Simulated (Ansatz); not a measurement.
Born–Oppenheimer molecular dynamics of BFH4 (6 atoms, charge 0, multiplicity 1). It starts at the highest image of a converged band, a first-order saddle point between two minima.

These are results of RKS B3LYP/def2-SVP (Ansatz 0.2.0), not measurements.

| Item | Value |
| --- | --- |
| ensemble | NVE (velocity Verlet) |
| time step | 0.5 fs |
| steps asked | 200 |
| starting velocities drawn for | 100 K |
| seed | 5135 |

First frame:

```xyz
6
Properties=species:S:1:pos:R:3
B 0.011 -0.223 0.020
F 0.015 0.048 1.635
H 1.056 0.123 -0.456
H -1.059 0.066 -0.440
H 0.048 -1.518 0.276
H 0.042 -1.022 1.229
```

(1) How far do the bonds stretch over the last three quarters of this one trajectory? (Pairs bonded in most of those frames.)

## Answers

(1) 
```tsv
bond	mean (Å)	spread (Å)	shortest	longest
B1–H3	1.205	0.011	1.18	1.22
B1–H4	1.205	0.004	1.20	1.21
B1–H5	1.208	0.021	1.18	1.24
F2–H6	0.929	0.012	0.91	0.95
```

Mean temperature of the second half: 371 K. The conserved energy stayed within 0.054 meV per atom of its start (net change -0.025 meV per atom), so the integration is sound. The kinetic energy rose, since the run started high on the potential surface and went downhill. It ends in pieces (BH3 + FH), so much of that is their flight and rotation, not heat. A run of 0.1 ps of so small a system gives no equilibrium averages. The orbitals stay closed-shell, which can raise the energy where a bond breaks towards radicals; this wasn't checked here.

The run took 110 s on 1 thread of Intel(R) Xeon(R) 6975P-C (Granite Rapids) (shared host), peak memory 0.095 GiB.
